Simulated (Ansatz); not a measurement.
We consider 1T (CdI2-type) HfTe2, described by LDA (PAW; Ansatz, a first-principles code).

Settings: plane-wave cutoff 520 eV, 18×18×8 k mesh (along the axes of the cell as run), Fermi–Dirac smearing 0.05 eV, scalar-relativistic PAW data made under PBE.

The cell is scaled about its equilibrium volume:

Shape and atoms are relaxed at each volume.

```csv
V (Å³/atom),P (GPa),c (Å),a (Å)
26.544,1.62,6.403,3.790
27.097,0.73,6.451,3.815
27.650,-0.01,6.507,3.837
28.203,-0.60,6.570,3.856
28.756,-1.08,6.639,3.874
```

Note: the relaxation could not lower the start's symmetry, so the cell can be a saddle point above a distorted one; the bulk modulus comes from volumes at which shape and atoms were relaxed.
